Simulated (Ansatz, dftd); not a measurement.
Reaction: CH6BN (SMILES N(B)C) → BH2 (SMILES [BH2], doublet) + CH4N (SMILES C[NH], doublet) (the B-N bond breaks)
Each species at its own B3LYP-D3(BJ)/def2-TZVP minimum (Ansatz, a quantum-chemistry and plane-wave program).

Wanted: bond dissociation energy (electronic), in kJ/mol. UHF or UKS for unpaired electrons; spin-orbit terms are left out. Correlated methods leave the cores frozen. Rows without X2C or -DK are non-relativistic. CBS(X,Y): correlation extrapolated as X^-3, Hartree-Fock from the larger set. A bracket is a step between two methods taken in the basis named. The functionals are non-relativistic, so their misses hold any scalar relativity. Double hybrids freeze cores in their MP2 part. '+ core + X2C': CCSD(T) terms for core correlation (cc-pwCVTZ) and scalar relativity (cc-pVTZ-DK).

| level | program | bond dissociation energy (kJ/mol) | difference against the last row |
|---|---|---|---|
| PBE-D3(BJ)/def2-TZVPD | Ansatz + dftd3 | 596.6 | -9.9 |
| r2SCAN-D3(BJ)/def2-TZVPD | Ansatz + dftd3 | 572.0 | -34.5 |
| CAM-B3LYP/def2-TZVPD | Ansatz | 589.0 | -17.5 |
| B2GP-PLYP-D4/def2-TZVPD | Ansatz + dftd4 | 594.3 | -12.2 |
| MP2/CBS(cc-pVTZ,cc-pVQZ) | Ansatz | 629.7 | 23.2 |
| CCSD/cc-pVQZ | Ansatz | 586.4 | -20.1 |
| CCSD(T)/cc-pVTZ | Ansatz | 594.4 | -12.1 |
| CCSDT(Q)/cc-pVDZ | Ansatz | 579.8 | -26.7 |
| CCSD(T)/CBS(cc-pVTZ,cc-pVQZ) + [CCSDT(Q) - CCSD(T)]/cc-pVDZ + core + X2C | Ansatz | 606.5 | 0.0 |
